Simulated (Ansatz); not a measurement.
Input for Ansatz (a program for electronic structure): R-CCSD(T)/aug-cc-pVDZ on CH4O (SMILES CO) with ghost functions.

Ansatz 0.2 input:
```yaml
crystal:
  periodic: [false, false, false]
  atoms:
    - {symbol: O, position_ang: [1.32359359, 0.22501418, -0.39181384]}
    - {symbol: H, position_ang: [1.79238259, 0.83939918, -0.96147984]}
    - {symbol: C, position_ang: [1.83242759, 0.38203318, 0.92990316]}
    - {symbol: H, position_ang: [1.27885859, -0.30616282, 1.56003416]}
    - {symbol: H, position_ang: [2.89142359, 0.13159418, 0.98662616]}
    - {symbol: H, position_ang: [1.67998759, 1.39272718, 1.30779616]}
basis:
  gaussian:
    orbitals: aug-cc-pVDZ
    ghost_atoms:
      - {symbol: O, position_ang: [-1.36057041, 0.31744818, -0.10667284]}
      - {symbol: H, position_ang: [-0.41633841, 0.29365118, -0.31080784]}
      - {symbol: C, position_ang: [-1.87650041, -0.97055782, -0.37201184]}
      - {symbol: H, position_ang: [-2.93438041, -0.95553482, -0.12331584]}
      - {symbol: H, position_ang: [-1.78104541, -1.25194082, -1.42346284]}
      - {symbol: H, position_ang: [-1.39927141, -1.74554282, 0.23323916]}
magnetization: {spin_polarized: false}
correlation: {method: ccsd_t, electrons: outside_noble_gas}
scf: {lower_state_search: off}
```

It printed:

```
WARN ansatz: RAYON_NUM_THREADS=1 ignored (pool sized by the plan → 1); use --threads N
Functional definition: HF
these checks for a lower state are left out or cut short: stability, starts, cluster_reference, orbital_swaps, neighbouring_geometries, increment
integrals: 0.47 GiB planned
1378 factors; integrals over basis functions are off by at most 1.2e-3 eV
mean field: 0.37 GiB planned
mean field evaluation 1: about -3129.0811 eV, gradient 3.0e1 eV
mean field evaluation 2: about -3129.0813 eV, gradient 3.0e1 eV
mean field evaluation 4: about -3130.9726 eV, gradient 2.7e0 eV
mean field evaluation 8: about -3130.9940 eV, gradient 1.0e-4 eV
mean field -3130.99402196 eV, -115.0619080431 hartree, gradient 1.1e-6 eV, S^2 0.000000; 0 other end points of the search recorded, 0 dependent functions left out
2 core orbitals not correlated
reference -3130.99402196 eV, -115.0619080431 hartree; 7, 7 occupied and 155, 155 virtual orbitals, 1378 factors
second order -9.82593562 eV of doubles, -0.00000000 eV of singles
coupled cluster: 1.43 GiB planned
cycle   1  -10.15507408 eV  change   -3.3e-1 eV  update   6.7e-2
cycle   2  -10.39798762 eV  change   -2.4e-1 eV  update   1.9e-2
cycle   3  -10.45924219 eV  change   -6.1e-2 eV  update   9.1e-3
cycle   4  -10.45719388 eV  change    2.0e-3 eV  update   1.9e-3
cycle   5  -10.45713000 eV  change    6.4e-5 eV  update   7.2e-4
cycle   6  -10.45739157 eV  change   -2.6e-4 eV  update   2.3e-4
cycle   7  -10.45732567 eV  change    6.6e-5 eV  update   8.1e-5
cycle   8  -10.45729737 eV  change    2.8e-5 eV  update   2.9e-5
cycle   9  -10.45729891 eV  change   -1.5e-6 eV  update   1.0e-5
perturbative correction -0.28798212 eV, -0.0105831476 hartree
Total energy: -3141.73930299 eV, -115.4567898376 hartree
Checks for a lower state left out: stability, starts, cluster_reference, orbital_swaps, neighbouring_geometries, increment
```

Self-consistency was reached.

Cost: very roughly 17 core-seconds.
